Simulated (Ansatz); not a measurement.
**H3F: a short trajectory**

The task is to watch the atoms for 40 steps of 0.75 fs, started with velocities for 300 K and run with a Langevin thermostat.

Program: Ansatz 0.2.0, Gaussian basis. Level of theory: PBE0-D4/def2-mTZVP. These are calculated values, not measurements.

## 1. Starting geometry

The start, a pair relaxed at PBE0-D4: SMILES `F.[H][H]`, 4 atoms, charge 0, spin multiplicity 1.

Atoms are counted from 1 here; the program's logs count them from 0.

Bond lengths: F1–H2 0.920 Å, H3–H4 0.747 Å.

Geometry (Å):

```mol
FH3
  3D, bonds by distance, orders not assigned

  4  2  0  0  0  0  0  0  0  0999 V2000
   -0.1786   -0.5413   -1.4851 F   0  0
    0.1285    0.3245   -1.4280 H   0  0
   -0.0542   -0.1219    1.1733 H   0  0
    0.1042    0.3387    1.7397 H   0  0
  1  2  8  0
  3  4  8  0
M  END
```

## 2. The run

md/in.yaml reads:

```yaml
crystal:
  periodic: [false, false, false]
  atoms:
    - {symbol: F, position_ang: [-0.178643, -0.541298, -1.485135]}
    - {symbol: H, position_ang: [0.128534, 0.324546, -1.427960]}
    - {symbol: H, position_ang: [-0.054212, -0.121906, 1.173301]}
    - {symbol: H, position_ang: [0.104221, 0.338658, 1.739693]}
basis:
  gaussian: {orbitals: def2-mTZVP}
hamiltonian: {xc: pbe0, dispersion: d4}
md: {n_steps: 40, timestep: 0.75, temperature: 300, ensemble: nvt_langevin, seed: 816, friction: 0.05, initial_velocities: maxwell_boltzmann}
```

Command:

```console
> ansatz run in.yaml --threads 2 --pin off --events-out ev --progress --plain --max-ram 5222MiB
```

What does the calculation give? Wanted: temperature at the start; mean temperature, second half; lowest and highest potential energy, from the first frame; largest change of potential + kinetic.

As calculated:

| quantity | value |
| --- | --- |
| length | 40 steps, 30.0 fs |
| temperature at the start | 225 K |
| mean temperature, second half | 134 K |
| lowest and highest potential energy, from the first frame | 0 and 30 meV |
| largest change of potential + kinetic | 86.2 meV |

**Reading.** The thermostat trades energy with the molecule, so the sum of potential and kinetic energy isn't conserved: it changes by +10 meV over the run. The mean temperature of the second half is still well below the 300 K set. With 4 atoms the instant temperature spans 42 to 240 K. No bond breaks or forms, judged by distance. Under Langevin the temperature counts 3N degrees of freedom, more than the drawn velocities fill, so it starts at 225 K, not 300 K.
